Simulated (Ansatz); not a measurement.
Cost and result for the atomization energy of `SBCl` (5 atoms, 4 bonds).

Charge 0, multiplicity 1. The structure was optimised at the PBE0-D4/def2-TZVP level. It is one conformer, not always the lowest. Program: Ansatz. All runs use 2 threads of a server CPU on a shared host. Times are those of one run each, without the atoms' runs, and a repeat can differ threefold. Electronic energies, without spin–orbit coupling; frozen cores. CCSD(T)/CBS extrapolates def2-TZVPP and def2-QZVPP, and its time is that of the two runs behind it. T1 = 0.013. B3LYP takes the VWN-RPA correlation (the form of Gaussian; ORCA's B3LYP/G). HSE06 is the plane-wave form, built on full-range PBE exchange.

CCSD(T)/CBS is a level of theory with its own doubt, some kJ/mol a heavy atom from the limit and from the frozen cores, so smaller differences don't rank the functionals.

```tsv
level	functions	wall time
CCSD(T)/def2-SVP	60	0.6 s
LDA (SPW92)/def2-TZVPP	143	0.65 s
PBE0-D4/def2-TZVPP	143	1.3 s
CAM-B3LYP-D4/def2-TZVPP	143	1.4 s
HSE06-D4/def2-TZVPP	143	1.5 s
B3LYP-D4/def2-TZVPP (with forces)	143	1.7 s
B2PLYP/def2-TZVPP	143	2.1 s
r2SCANh-D4/def2-TZVPP	143	2.2 s
PBE-QIDH/def2-TZVPP	143	2.5 s
B97M-V/def2-TZVPP	143	3.8 s
CCSD(T)/def2-TZVPP	143	8.5 s
CCSD(T)/def2-QZVPP	257	5.5 min
CCSD(T)/CBS(def2)	–	5.6 min
```

Question: What atomization energy does each give, and how far from CCSD(T)/CBS? (Estimate.)

Answer: The calculation gave: 
| level | atomization (kcal/mol) | difference from CCSD(T)/CBS | per bond |
| --- | --- | --- | --- |
| CCSD(T)/def2-SVP | 367.8 | -19.9 | -5.0 |
| LDA (SPW92)/def2-TZVPP | 446.9 | 59.2 | 14.8 |
| PBE0-D4/def2-TZVPP | 393.0 | 5.3 | 1.3 |
| CAM-B3LYP-D4/def2-TZVPP | 388.2 | 0.5 | 0.1 |
| HSE06-D4/def2-TZVPP | 393.3 | 5.6 | 1.4 |
| B3LYP-D4/def2-TZVPP (with forces) | 388.2 | 0.5 | 0.1 |
| B2PLYP/def2-TZVPP | 384.8 | -2.9 | -0.7 |
| r2SCANh-D4/def2-TZVPP | 393.0 | 5.3 | 1.3 |
| PBE-QIDH/def2-TZVPP | 390.2 | 2.5 | 0.6 |
| B97M-V/def2-TZVPP | 397.6 | 9.9 | 2.5 |
| CCSD(T)/def2-TZVPP | 377.6 | -10.1 | -2.5 |
| CCSD(T)/def2-QZVPP | 383.4 | -4.3 | -1.1 |
| CCSD(T)/CBS(def2) | 387.7 | 0.0 | 0.0 |

At CCSD(T), def2-SVP lies −20.0 kcal/mol from the extrapolated value and def2-TZVPP −10.2 kcal/mol: correlation converges slowly with the basis, and small sets miss more of it in the bonded molecule than in its fragments. From r2SCAN to r2SCAN0 (25 % exact exchange), in def2-TZVPP and without D4, the atomization energy moves by −6.2 kcal/mol: exact exchange takes away binding that semilocal exchange gives to molecules. The D4 term adds +3.8 kcal/mol with B3LYP and +1.9 kcal/mol with PBE0; it sums over pairs of atoms, weighted by their polarisabilities, and B3LYP, whose exchange is more repulsive, gets the larger term.
